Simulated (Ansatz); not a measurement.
**Nickel, fcc under PBE: ground state and equation of state**

The plan for nickel in the fcc structure: relax it, solve it on a dense k-mesh, switch on spin-orbit coupling, then scale the cell to 7 volumes from 88 to 112 % of the relaxed one and try a fit of the equation of state. The k-meshes are 15×15×15 for the relaxation; 25×25×25 for the dense run; 15×15×15 for spin-orbit coupling; 25×25×25 for the volumes. It starts from a deposited cell (COD).

Method: DFT PBE, plane waves (420 eV) with PAW, scalar-relativistic, in Ansatz 0.2.0.

**1. The system as given**

The structure is cubic, space group Fm-3m (No. 225). Conventional cell: a = 3.524 Å, b = 3.524 Å, c = 3.524 Å, α = 90.00°, β = 90.00°, γ = 90.00°. Around Ni (site symmetry m-3m) lie 12 Ni at 2.49 Å.

Structure file:

```
Ni
1.0
     0.00000    1.76194    1.76194
     1.76194    0.00000    1.76194
     1.76194    1.76194    0.00000
Ni
1
Direct
  0.00000 0.00000 0.00000
```

**2. Relaxation of the cell**

input.yaml

```yaml
crystal:
  lattice:
    - [0.0, 1.76194, 1.76194]
    - [1.76194, 0.0, 1.76194]
    - [1.76194, 1.76194, 0.0]
  atoms:
    - { symbol: Ni, position: [0.0, 0.0, 0.0] }
hamiltonian:
  xc: pbe
  pseudopotentials:
    kind: paw
    azcp:
      Ni: "pseudopotentials/Ni.paw.azcp"
basis:
  ecutwfc: 420
  fft_grid_basis: typed
kpoints:
  mp_grid: { grid: [15, 15, 15], shift: [0, 0, 0] }
magnetization:
  spin_polarized: false
scf:
  occupations: { method: fermi_dirac, width: 0.1 }
relax:
  max_steps: 60
  f_tol: 0.01
  cell: {}
```

The runs that follow: Dense single point; Spin-orbit coupling switched on; Volume × 0.88; Volume × 0.92; Volume × 0.96; Volume × 1.0; Volume × 1.04; Volume × 1.08; Volume × 1.12.

Before running it: what results should come out? Wanted: space group; conventional cell; volume; shortest distance; gap on the mesh; relative to fcc, ferromagnetic; V₀, B₀, B₀′.

The runs gave:

| quantity | value |
| --- | --- |
| space group (spins left aside) | Fm-3m (No. 225) |
| conventional cell | a = 3.514 Å |
| volume | 10.852 Å³/atom |
| shortest distance | 2.485 Å |
| against the deposited volume | -0.8 % (10.940 Å³/atom) |
| gap on the mesh | none (levels filled in part) |
| relative to fcc, ferromagnetic | +52 meV/atom |
| V₀, B₀, B₀′ | 10.829 Å³/atom, 203 GPa, 4.9 |

**Reading.** PBE puts the volume 0.8 % below the deposited one. Part of the miss is zero-point motion and any thermal expansion in the deposited cell. The same structure in its ferromagnetic state, relaxed in a run of its own, lies 52 meV/atom lower. Levels at the Fermi energy are filled in part, as in a metal. Totals with and without spin-orbit coupling (-0.31 eV/atom apart) can't be read as binding, since the two-component data shift the zero of energy. The fitted modulus is 203 GPa, too stiff, partly because the moments are missing.
